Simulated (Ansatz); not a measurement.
A made-up structure of SiH$_{3}$SO, doublet:

```
6
angstrom
O 0.3659 -1.9920 1.1645
S 1.2476 -0.9692 0.4807
Si -0.1877 0.5106 -0.2909
H -1.1013 -0.1791 -1.2321
H 2.5748 -1.0461 0.7675
H -0.9341 1.0733 0.8589
```

It is relaxed with PBE-D4/def2-SVP and then PBE0-D4/def2-TZVP (Ansatz 0.2.0). Atoms count as bonded within 1.22 times the sum of their covalent radii (H–H: 0.88 Å). The end point is not checked to be a true minimum.

(1) Does its bonding change? (Judge from chemistry; the calculation decides.)

Answers

(1) By the calculation: No: no bond forms or breaks.

Where it ends: The first stage lowers the energy by 1.56 eV in 10 steps. It ends as SiH₃SO ([O][SH][SiH2]):
O1  (0.374, -2.036, 1.279)
S2  (1.186, -1.347, 0.231)
Si3  (-0.013, 0.440, -0.332)
H4  (-1.090, -0.070, -1.225)
H5  (2.108, -0.532, 0.855)
H6  (-0.600, 0.943, 0.941)
(Å)

Labels in which every atom is bracketed show which atoms are joined, not bond orders.

For scale, one of the runs: PBE0-D4/def2-TZVP relaxation, 123 basis functions, launched by `ansatz run in.yaml --threads 2 --pin off --events-out ev --progress --plain --max-ram 4352MiB`. Hardware: 2 CPU threads of an Arm Neoverse V2, shared host. Wall time about 24 s.
